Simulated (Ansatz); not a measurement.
```yaml
crystal:
  periodic: [false, false, false]
  atoms:
    - {symbol: B, position_ang: [-1.370917, -0.596428, -0.005412]}
    - {symbol: S, position_ang: [-0.001112, 0.399609, 0.003340]}
    - {symbol: B, position_ang: [1.374216, -0.588795, -0.004495]}
basis:
  gaussian: {orbitals: def2-TZVP}
hamiltonian: {xc: pbe0}
relax: {f_tol: 0.004, max_steps: 80}
```

```sh
$ ansatz run in.yaml --threads 1 --pin off --events-out ev --progress --plain --max-ram 2176MiB
```

Steps of the relaxation (energy above the last step; positions in Å, forces in eV/Å):

```
3
step 1, 466.5 meV
B    -1.371   -0.596   -0.005   -2.952   -2.092   -0.018
S    -0.001    0.400    0.003   -0.012    4.167    0.035
B     1.374   -0.589   -0.004    2.963   -2.075   -0.016
```

```
3
step 2, 156.2 meV
B    -1.420   -0.606   -0.006   -1.548   -1.109   -0.010
S    -0.001    0.419    0.004   -0.006    2.209    0.018
B     1.423   -0.598   -0.005    1.554   -1.100   -0.009
```

```
3
step 3, 6.3 meV
B    -1.478   -0.620   -0.006   -0.237   -0.202   -0.002
S    -0.001    0.446    0.004   -0.001    0.403    0.003
B     1.481   -0.612   -0.005    0.238   -0.201   -0.002
```

```
3
step 4, 0.4 meV
B    -1.483   -0.626   -0.006   -0.003   -0.027    0.000
S    -0.001    0.459    0.004    0.000    0.054    0.000
B     1.487   -0.618   -0.005    0.003   -0.027    0.000
```

```
3
step 5, 0.1 meV
B    -1.479   -0.630   -0.006    0.014   -0.003    0.000
S    -0.001    0.465    0.004    0.000    0.006    0.000
B     1.482   -0.621   -0.005   -0.014   -0.003    0.000
```

```
3
step 6, 0.0 meV
B    -1.473   -0.632   -0.006    0.000    0.000    0.000
S    -0.001    0.470    0.004    0.000    0.001    0.000
B     1.476   -0.624   -0.005    0.000    0.000    0.000
```

Close pairs at the end: S2–B3 1.839 Å, B1–S2 1.839 Å.

A stationary point of restricted PBE0 after 6 steps (its stability towards spin polarisation wasn't tested); no frequencies were run, so it isn't proven a minimum. 6 s on 1 thread of Intel Xeon 6975P-C, shared host.
